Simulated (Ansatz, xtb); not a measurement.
Molecule: N$_{2}$O, charge -1, multiplicity 2. 
Structure (B3LYP-D3(BJ)/def2-TZVP (Ansatz, a first-principles code) minimum search):
```xyz
3

N     -1.1799    -0.1433    -0.0049
N     -0.0917     0.3388     0.0104
O      1.1126    -0.1711    -0.0048
```
Charge -1, spin multiplicity 2.

Harmonic wavenumbers from GFN2-xTB (xtb, at its own minimum), cm⁻¹: 622, 1233, 1864.

Q: Give the harmonic wavenumbers at B3LYP-D3(BJ)/def2-TZVP (Ansatz, finite differences of forces, unscaled).

A: 655, 997, 1684 cm⁻¹. Zero-point energy 4.8 kcal/mol.

Q: From these and the geometry, give the ideal-gas thermochemistry at 298.15 K and 1 atm (rigid rotor, harmonic oscillator).

A: Point group Cs, rotational symmetry number 1. Rotational constants 216.7, 12.81, 12.09 GHz. S(trans) 37.27, S(rot) 19.80, S(vib) 0.46, S(elec, spin only) 1.38, S 58.9 cal/(mol K). H(298) - H(0) 2.48 kcal/mol; G - E(el) -10.3 kcal/mol.
